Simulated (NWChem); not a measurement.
# ethanol (C2H6O) in NWChem

```xyz
9

C     -1.1961     0.1358     0.2499
C      0.0782    -0.4235    -0.3534
O      1.2217     0.3105    -0.0034
H     -2.0803    -0.4258    -0.0899
H     -1.3248     1.1921    -0.0312
H     -1.1730     0.0794     1.3515
H      0.1824    -1.4950    -0.0839
H      0.0180    -0.3878    -1.4531
H      1.3116     0.2790     0.9547
```
Charge 0, spin multiplicity 1.

Everything below was run with NWChem. The geometry was optimised at PBE0/def2-SVP, a minimum by its harmonic frequencies. It is one conformer; others weren't searched.

Symmetry labels belong to the abelian group C1 used in the runs, with the axes of the coordinates shown.

B3LYP has NWChem's definition, with VWN1-RPA local correlation.

### Question
List the lowest 4 singlet excitations that TD-B3LYP/def2-SVP, VWN1-RPA local correlation gives, with oscillator strengths.

### Answer
| state | symmetry | energy (eV) | wavelength (nm) | f |
|---|---|---|---|---|
| 1 | a | 7.30 | 170 | 0.006 |
| 2 | a | 8.56 | 145 | 0.014 |
| 3 | a | 8.88 | 140 | 0.012 |
| 4 | a | 9.12 | 136 | 0.029 |
